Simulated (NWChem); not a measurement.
# One shape, several levels: C4H4 (SMILES C#C[C]C)

Aim: a comparison of 4 runs (UHF/STO-3G, UHF/3-21G, UB3LYP/6-31G*) of C4H4. 

The calculation is run with NWChem 7.3.0.

## 1. Starting point

C4H4: 8 atoms, total charge 0, spin state triplet. SMILES: `C#C[C]C`. The shape is that of a GFN2-xTB optimisation.

Bond lengths: C1–C2 1.264 Å, C2–C3 1.265 Å, C3–C4 1.435 Å, C1–H5 1.050 Å, C4–H6 1.094 Å, C4–H7 1.095 Å, C4–H8 1.093 Å. Angles: C1–C2–C3 171.9°, C2–C3–C4 166.9°, C2–C1–H5 157.9°, C3–C4–H6 110.9°, C3–C4–H7 110.4°, C3–C4–H8 110.9°, H6–C4–H7 108.3°, H6–C4–H8 108.2°, H7–C4–H8 108.1°.

## 2. Energy and forces at UHF/STO-3G (run 1)

Contents of run.py:

```python
from ase import Atoms
from ase.calculators.nwchem import NWChem

molecule = Atoms(['C', 'C', 'C', 'C', 'H', 'H', 'H', 'H'], positions=[
    [2.377570, 0.605270, 0.271850],
    [1.155050, 0.308550, 0.144810],
    [-0.052420, -0.067120, 0.178320],
    [-1.421050, -0.399270, -0.096190],
    [3.309460, 1.017440, 0.020150],
    [-2.093040, 0.106780, 0.603150],
    [-1.690530, -0.094760, -1.112930],
    [-1.585040, -1.476890, -0.009150],
])

calc = NWChem(
    label='c4h4',
    theory='scf',
    memory='2200 mb',
    basis='STO-3G',
    basispar='spherical bse',
    scf={'nopen': '2', 'uhf': None, 'thresh': '1e-08', 'maxiter': '80'},
)
molecule.calc = calc

forces = molecule.get_forces()
print("Total energy (eV):", round(molecule.get_potential_energy(), 6))
print("forces (eV/A):")
for s, f in zip(molecule.symbols, forces):
    print(f"{s:2s} {f[0]:10.5f} {f[1]:10.5f} {f[2]:10.5f}")
```

Command:

```
$ export ASE_NWCHEM_COMMAND="nwchem PREFIX.nwi > PREFIX.nwo"
$ python run.py
```

The log of the run:

```text
Total energy (eV): -4130.439279
forces (eV/A):
C     1.35060    0.06644    0.64350
C    -0.93372   -0.11755   -0.38860
C     1.13298    0.17838    0.60529
C    -2.25260   -0.50275   -0.55901
H     0.90143    0.45205   -0.32360
H     0.00936   -0.13637   -0.16573
H    -0.11102   -0.10408    0.21350
H    -0.09714    0.16388   -0.02535
```

The calculator wrote c4h4.nwi:

```
title "c4h4"

permanent_dir c4h4

scratch_dir c4h4

start c4h4

geometry units angstrom nocenter noautosym noautoz
  C  2.3775700000000000e+00 6.0526999999999997e-01 2.7184999999999998e-01
  C  1.1550499999999999e+00 3.0854999999999999e-01 1.4480999999999999e-01
  C  -5.2420000000000001e-02 -6.7119999999999999e-02 1.7832000000000001e-01
  C  -1.4210499999999999e+00 -3.9927000000000001e-01 -9.6189999999999998e-02
  H  3.3094600000000001e+00 1.0174399999999999e+00 2.0150000000000001e-02
  H  -2.0930399999999998e+00 1.0678000000000000e-01 6.0314999999999996e-01
  H  -1.6905300000000001e+00 -9.4759999999999997e-02 -1.1129300000000000e+00
  H  -1.5850400000000000e+00 -1.4768900000000000e+00 -9.1500000000000001e-03
end

memory 2200 mb

basis spherical bse noprint
   * library STO-3G
end

scf
  nopen 2
  uhf
  thresh 1e-08
  maxiter 80
end

task scf gradient
```

c4h4.nwo:

```text
Northwest Computational Chemistry Package (NWChem) 7.3.0
             --------------------------------------------------------

           Job information
           ---------------

    nwchem branch   = 7.3.0
    use scalapack   = T
    input           = c4h4.nwi
    prefix          = c4h4.
    data base       = c4h4/c4h4.db
    status          = startup
    nproc           =        1

           Memory information
           ------------------

[... 5 lines left out ...]
    hardfail = no
[... 122 lines left out ...]
 1-e energy   =    -380.406900
[... 9 lines left out ...]
 Convergence threshold     :          1.000E-08
[... 17 lines left out ...]
      One electron energy =   -379.898161553756
[... 9 lines left out ...]
          Final alpha eigenvalues
[... 225 lines left out ...]
                     UHF Final Beta Molecular Orbital Analysis
[... 245 lines left out ...]
                 ----------------------------------------
                 |  Time  |  1-e(secs)   |  2-e(secs)   |
                 ----------------------------------------
                 |  CPU   |       0.00   |       0.08   |
                 ----------------------------------------
                 |  WALL  |       0.00   |       0.08   |
                 ----------------------------------------

 Task  times  cpu:        1.3s     wall:        1.3s
 Total times  cpu:        1.4s     wall:        1.4s
```

Wall time 2.8 s (1 thread of Intel Xeon 6975P-C (Granite Rapids), shared host); peak memory 0.099 GiB.

## 3. Energy and gradient at UHF/3-21G (run 2)

Contents of nw.nw:

```
start nw
memory stack 880 mb heap 220 mb global 1100 mb

geometry units angstroms noautosym nocenter noautoz
  C        2.377570       0.605270       0.271850
  C        1.155050       0.308550       0.144810
  C       -0.052420      -0.067120       0.178320
  C       -1.421050      -0.399270      -0.096190
  H        3.309460       1.017440       0.020150
  H       -2.093040       0.106780       0.603150
  H       -1.690530      -0.094760      -1.112930
  H       -1.585040      -1.476890      -0.009150
end

basis spherical bse
  C library 3-21G
  H library 3-21G
end

scf
  nopen 2
  uhf
  thresh 1e-08
  maxiter 80
  noprint "final vectors analysis"
end

task scf gradient
```

Command:

```
$ nwchem nw.nw > nw.out
```

The log of the run:

```text
[...]
  functions       =    44
[...]
  wavefunction    = UHF
[...]
         Total SCF energy =   -152.824034868594
      One electron energy =   -379.457316067576
      Two electron energy =    138.245136343972
 Nuclear repulsion energy =     88.388144855011
                       Sz =      1.0000
                 Sz(Sz+1) =      2.0000
                      S^2 =      2.3718
[...]
                         UHF ENERGY GRADIENTS
    atom               coordinates                        gradient
                 x          y          z           x          y          z
   1 C       4.492956   1.143794   0.513722   -0.027155  -0.005734  -0.004583
   2 C       2.182728   0.583075   0.273651    0.018376   0.005074   0.001357
   3 C      -0.099059  -0.126838   0.336976   -0.012125  -0.003144  -0.003227
   4 C      -2.685395  -0.754511  -0.181773    0.025832   0.005880   0.005723
   5 H       6.253973   1.922683   0.038078   -0.005013  -0.002562   0.001718
   6 H      -3.955272   0.201785   1.139788   -0.001868   0.003544   0.004176
   7 H      -3.194638  -0.179070  -2.103133    0.000876   0.002174  -0.005522
   8 H      -2.995291  -2.790917  -0.017291    0.001077  -0.005233   0.000359
[...]
```

It took 2.4 s on 1 thread of Intel Xeon 6975P-C (Granite Rapids), shared host; peak memory 0.096 GiB.

Run 3 isn't shown in full; the table further down has it.

## 4. Energy and forces at UB3LYP/6-31G(d) (Cartesian functions) (run 4)

Contents of run.nw:

```
start run
title "C4H4"
memory 2200 mb

geometry units angstroms noautosym nocenter noautoz
  C     2.377570    0.605270    0.271850
  C     1.155050    0.308550    0.144810
  C    -0.052420   -0.067120    0.178320
  C    -1.421050   -0.399270   -0.096190
  H     3.309460    1.017440    0.020150
  H    -2.093040    0.106780    0.603150
  H    -1.690530   -0.094760   -1.112930
  H    -1.585040   -1.476890   -0.009150
end

basis cartesian
  * library 6-31G*
end

dft
  xc b3lyp
  mult 3
  grid xfine
  convergence energy 1e-08
  maxiter 100
  mulliken
end

task dft gradient
```

Command:

```
$ nwchem run.nw > run.out
```

The log of the run:

```text
[...]
          Wavefunction type:  spin polarized.
          No. of atoms     :     8
          No. of electrons :    28
[...]
          Charge           :     0
          Spin multiplicity:     3
[...]
          AO basis - number of functions:    68
[...]
              XC Information
              --------------
                         B3LYP Method XC Potential
                     Hartree-Fock (Exact) Exchange  0.200
                        Slater Exchange Functional  0.800 local
                    Becke 1988 Exchange Functional  0.720 non-local
              Lee-Yang-Parr Correlation Functional  0.810
                  VWN I RPA Correlation Functional  0.190 local
[...]
 d= 0,ls=0.0,diis     1   -154.6038791173 -2.43D+02  1.21D-02  1.28D-01     3.8
[...]
 d= 0,ls=0.0,diis    13   -154.6623241826 -2.06D-09  2.56D-07  1.23D-10    48.2
[...]
         Total DFT energy =     -154.662324182609
      One electron energy =     -381.356643841242
           Coulomb energy =      161.429283097301
    Exchange-Corr. energy =      -23.123108293678
 Nuclear repulsion energy =       88.388144855011
[...]
      Total Density - Mulliken Population Analysis
     ---------------------------------------------
    Atom       Charge   Shell Charges
 -----------   ------   -------------------------------------------------------
    1 C    6     6.44   1.99  0.71  1.99  0.70  1.05 -0.00
    2 C    6     5.76   1.99  0.71  2.06  0.59  0.42 -0.01
    3 C    6     5.98   1.99  0.71  2.00  0.60  0.69 -0.01
    4 C    6     6.56   1.99  0.68  2.16  0.65  1.05  0.03
    5 H    1     0.81   0.51  0.30
    6 H    1     0.82   0.52  0.29
    7 H    1     0.81   0.52  0.29
    8 H    1     0.82   0.52  0.29
[...]
      <S2> =      2.0554 (Exact =     2.0000)
[...]
  wavefunction    = open shell
[...]
```

Wall time 54 s (1 thread of Intel Xeon 6975P-C (Granite Rapids), shared host); peak memory 0.14 GiB.

## 5. The series

```
run                                level  iteration cap  module  energy (Eh)  dipole moment (D)  HOMO energy (eV)  LUMO energy (eV)  wall time
  1                           UHF/STO-3G             80     scf  -151.790845               0.57             -7.82              7.77      2.8 s
  2                            UHF/3-21G             80     scf  -152.824035               0.99                 –                 –      2.4 s
  3  UB3LYP/6-31G* (spherical functions)            100     dft  -154.658840               1.24             -5.21             -1.84       50 s
  4  UB3LYP/6-31G* (Cartesian functions)            100     dft  -154.662324               1.24             -5.21             -1.84       54 s
```

## 6. What came out

| quantity | value |
| --- | --- |
| run 4: total energy | -154.66232 Eh |
| run 4: dipole moment | 1.24 D |
| run 4: HOMO energy (highest over α and β) | -5.21 eV |
| run 4: LUMO energy (lowest over α and β) | -1.84 eV |
| run 4: ⟨S²⟩ | 2.055 |
| run 4: largest force on an atom | 0.795 eV/Å |

What this shows: The dipole moment (its size) runs from 0.57 D (UHF/STO-3G) to 1.24 D (UB3LYP/6-31G*). The two ends differ in method and basis. In run 1 the basis is minimal, so the values are rough. Spin contamination of the reference: run 1 ⟨S²⟩ = 2.48, run 2 ⟨S²⟩ = 2.37. All runs together took 1.8 min, the longest 54 s.
